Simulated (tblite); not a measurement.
C3H5O (doublet state).
Atom-mapped SMILES: `[OH:1][C:2]1[CH2:3][CH2:4]1` (hydrogens: H5 on O1; H6, H7 on C3; H8, H9 on C4)

Cartesian coordinates in Å at the GFN2-xTB level; atoms count from 1:
```
atom  x, y, z in Å
O1     1.7280   -0.5934   -0.2679
C2     0.4110   -0.3823   -0.5412
C3    -0.7129   -0.6407    0.3712
C4    -0.4224    0.7661   -0.1466
H5     2.2510    0.1780   -0.5175
H6    -0.5064   -0.8690    1.4100
H7    -1.5912   -1.1385   -0.0120
H8    -1.1157    1.1801   -0.8646
H9    -0.0279    1.5055    0.5435
```

Computed with GFN2-xTB (tblite): harmonic, unscaled wavenumbers at the GFN2-xTB geometry, gas phase. The method is semi-empirical: single wavenumbers can be off by several per cent or more. One conformer, not necessarily the lowest. Open shells enter through the occupations alone, without spin polarisation, and single modes of such species can be off by tens of per cent.

Harmonic wavenumbers (cm⁻¹): 306.7, 332.8, 387.4, 786.0, 822.8, 861.9, 984.6, 994.8, 1047.6, 1055.2, 1110.1, 1174.5, 1207.7, 1405.3, 1421.8, 1497.5, 3003.0, 3029.7, 3069.1, 3079.4, 3504.1.

A = 18983, B = 7026, C = 5753 MHz; mass 57.034 u (most abundant isotopes); point group C1, symmetry number 1; spin multiplicity 2.

Question: What is the zero-point energy?

Answer: Half the sum of the wavenumbers: 15541 cm⁻¹ = 44.43 kcal/mol.

Question: Give the ideal-gas entropy at 298.15 K and 1 bar in the rigid-rotor, harmonic-oscillator model (classical rotation).

Answer: Translation 38.07, rotation 23.55, vibration 4.75, spin (R ln 2) 1.38: S = 67.7 cal/(mol K).

Question: And Cp and H(298.15 K) − H(0)?

Answer: Cp = 16.96 cal/(mol K), of which vibrations give 9.01 (their classical limit is 21 R = 41.7); H(298.15 K) − H(0) = 3.34 kcal/mol without the zero-point energy, 0.97 from vibrations.

Question: Which modes carry the vibrational entropy at 298.15 K?

Answer: 306.7 cm⁻¹: 1.38; 332.8 cm⁻¹: 1.25; 387.4 cm⁻¹: 1.01; 786.0 cm⁻¹: 0.22; 822.8 cm⁻¹: 0.19; 861.9 cm⁻¹: 0.16 cal/(mol K); the other 15 give 0.54 together.

Question: How do the functions run with temperature in this model?

Answer: 
```tsv
T (K)	S (cal/(mol K))	Cp (cal/(mol K))	H − H(0) (kcal/mol)	G − H(0) (kcal/mol)	ln q(vib)
50	48.8	8.0	0.40	-2.04	0.00
100	54.6	9.1	0.82	-4.64	0.02
373.15	71.9	20.5	4.74	-22.10	1.20
500	78.7	25.6	7.68	-31.65	2.09
750	90.5	32.6	15.02	-52.84	4.06
1000	100.5	37.0	23.76	-76.75	6.08
```

q(vib) and H(0) count from the zero-point level.

Question: What must be added to the electronic energy to get the Gibbs energy at 298.15 K and 1 bar?

Answer: ZPE + [H(298.15 K) − H(0)] − T·S = 44.43 + 3.34 − 20.20 = 27.57 kcal/mol.

Other conformers, if any are populated, would add a mixing term that is left out. The structure is chiral; the term R ln 2 for an equal mix with its mirror image is left out.
